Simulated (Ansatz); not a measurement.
# SiH2F2: a ladder of functionals and wavefunction methods

One table from this session's results is given with a row withheld; the runs are named, their logs left out.

The runs use Ansatz 0.2.0, Gaussian basis; functionals in def2-TZVPP, the program's frozen cores in correlated methods.

The runs, in order: LDA (SPW92), PBE-D4, revPBE-D4, BLYP-D4, r2SCAN-D4, B97M-V, PBE0-D4, B3LYP-D4, r2SCANh-D4, r2SCAN0-D4, HSE06-D4, BHLYP-D4, CAM-B3LYP-D4, LC-ωPBE, ωB97X-V, ωB97M-V, B2PLYP, PBE-QIDH; CCSD(T)/def2-SVP; CCSD(T)/def2-TZVPP; CCSD(T)/def2-QZVPP; extrapolation to the limit; RPA on PBE.

## The geometry

An earlier PBE0-D4 in a triple-zeta def2 set relaxation fixed the geometry.

SMILES `F[SiH2]F`, 5 atoms, charge 0, spin multiplicity 1.

Atoms are counted from 1 here; the program's logs count them from 0.

Bond lengths: F1–Si2 1.586 Å, Si2–F3 1.586 Å, Si2–H4 1.474 Å, Si2–H5 1.474 Å. Angles: F1–Si2–F3 108.0°, F1–Si2–H4 108.5°, F1–Si2–H5 108.5°, F3–Si2–H4 108.5°, F3–Si2–H5 108.5°, H4–Si2–H5 114.6°.

The first run:

File in.yaml:

```yaml
crystal:
  periodic: [false, false, false]
  atoms:
    - {symbol: F, position_ang: [-1.069589, 0.523735, 0.971905]}
    - {symbol: Si, position_ang: [0.004779, -0.015268, -0.062200]}
    - {symbol: F, position_ang: [1.257379, -0.535404, 0.759150]}
    - {symbol: H, position_ang: [-0.580194, -1.153333, -0.794711]}
    - {symbol: H, position_ang: [0.437426, 1.106671, -0.915443]}
basis:
  gaussian: {orbitals: def2-TZVPP}
hamiltonian: {xc: lda}
output: {orbitals: {seedname: orbitals}}
```

The run is started by

```sh
$ ansatz run in.yaml --threads 4 --pin off --events-out ev --progress --plain --max-ram 10444MiB
```

Steps of the session up to this table: LDA; PBE-D4 (GGA); revPBE-D4 (GGA); BLYP-D4 (GGA); r2SCAN-D4 (meta-GGA); B97M-V (meta-GGA); B3LYP-D4 (hybrid); r2SCANh-D4 (hybrid); r2SCAN0-D4 (hybrid); HSE06-D4 (hybrid); BHLYP-D4 (hybrid); CAM-B3LYP-D4 (range-separated); LC-ωPBE (range-separated); ωB97X-V (range-separated); ωB97M-V (range-separated); B2PLYP (double hybrid); PBE-QIDH (double hybrid).

One table of the session follows, with a row left open; its other results are not shown here.

It belongs to the step «Frontier levels by functional». 

| functional | HOMO (eV) | gap (eV) |
| --- | --- | --- |
| LDA (SPW92) | -8.40 | 7.55 |
| PBE-D4 | -8.36 | 7.78 |
| revPBE-D4 | -8.33 | 7.87 |
| BLYP-D4 | -8.32 | 7.83 |
| r2SCAN-D4 | -8.76 | 8.68 |
| B97M-V | -8.82 | 8.45 |
| PBE0-D4 | -9.88 | 10.19 |
| B3LYP-D4 | ? | ? |
| r2SCANh-D4 | -9.31 | 9.52 |
| r2SCAN0-D4 | -10.14 | 10.77 |
| HSE06-D4 | -9.47 | 9.41 |
| BHLYP-D4 | -11.37 | 12.48 |
| CAM-B3LYP-D4 | -11.36 | 12.61 |
| LC-ωPBE | -12.70 | 15.23 |
| ωB97X-V | -12.36 | 14.75 |
| ωB97M-V | -12.16 | 14.19 |

**Question.** Estimate the row for B3LYP-D4.

Worked estimate for «HOMO (eV)». Against the share of exact exchange, BLYP-D4 (0, -8.32), BHLYP-D4 (0.5, -11.37) give a slope of -6.10 per unit share; at 0.2 the line stands at -9.54.

The run gave: HOMO (eV): -9.69; gap (eV): 9.73. In «HOMO (eV)» the line misses by +0.15.
